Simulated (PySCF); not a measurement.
# Solvent effects on NMR parameters

Atoms are numbered as in `[CH3:1][CH2:2][SH:3]`; H(Xn) means a hydrogen on atom n.

GIAO PBE0/pcSseg-1 in PySCF 2.14.0 with density-fitted response routines on one PBE0-D3(BJ)/def2-SVP conformer, non-relativistic, equivalent nuclei averaged. Solvents enter as an IEF-PCM continuum (cyclohexane with ε = 2.0, chloroform with ε = 4.7, water with ε = 78.4) around the gas-phase geometry. Shifts are referred to TMS, CS2 computed in the same medium.

Gas phase, δ in ppm: C2 25.4, C1 22.9, S3 -68.1, H(C2) 2.26, H(S3) 1.42, H(C1) 1.22. Dipole moment 1.77 D.

Problem. How does each δ change in the continuum?

Solution. 
| atoms | environment | Δδ, cyclohexane | Δδ, chloroform | Δδ, water |
| --- | --- | --- | --- | --- |
| C2 | sp3 CH2 bonded to S | +0.2 | +0.4 | +0.6 |
| C1 | methyl carbon | +0.1 | +0.2 | +0.3 |
| S3 | thiol sulfur | -10.3 | -19.1 | -27.3 |
| H(C2) | hydrogen on an sp3 CH2 bonded to S | +0.06 | +0.10 | +0.14 |
| H(S3) | hydrogen on a thiol sulfur | +0.23 | +0.45 | +0.69 |
| H(C1) | hydrogen on a methyl carbon | +0.01 | +0.02 | +0.03 |

Changes are relative to the gas phase. The dipole moment becomes 1.98 D in cyclohexane, 2.16 D in chloroform, 2.32 D in water.

Problem. Which nuclei move most (in ppm), and what does the model miss?

Solution. S3 (thiol sulfur, -27.3 ppm) in water. A continuum only polarises the solute; specific hydrogen bonds, the anisotropy of aromatic solvents and changes of geometry or conformer are outside it.
